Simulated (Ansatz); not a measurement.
System: anatase TiO2 (metastable phase). Method: r²SCAN+rVV10 in Ansatz (plane waves, PAW).

Numerical settings: plane-wave cutoff 560 eV, 12×12×12 k mesh, Fermi–Dirac smearing 0.01 eV, no spin polarisation, scalar-relativistic PAW data made under PBE.

Energies at three volumes about the minimum:

| V (Å³/atom) | E − E_lowest (meV/atom) |
|---|---|
| 11.093 | 2.75 |
| 11.320 | 0.00 |
| 11.546 | 2.63 |

Q: Fit a parabola by hand: where is the minimum, and what is the bulk modulus?

A: Slopes: (0.00 − 2.75)/(11.320 − 11.093) = -12.115 and (2.63 − 0.00)/(11.546 − 11.320) = 11.637 meV/Å³. Curvature E″ = 2 × (11.637 − (-12.115))/(11.546 − 11.093) = 104.865 meV/Å⁶. From the middle of the first interval, the slope vanishes at V0 = 11.2065 − (-12.115)/104.865 = 11.322 Å³/atom. B = V0 E″ = 11.322 × 104.865 meV/Å³ × 0.1602 GPa per meV/Å³ = 190 GPa. The full Birch–Murnaghan fit to all volumes gives V0 = 11.319 Å³/atom and B0 = 190 GPa.

Shape and atoms are relaxed at each volume.

Note: the bulk modulus comes from volumes at which shape and atoms were relaxed.

Ansatz is an electronic-structure program.
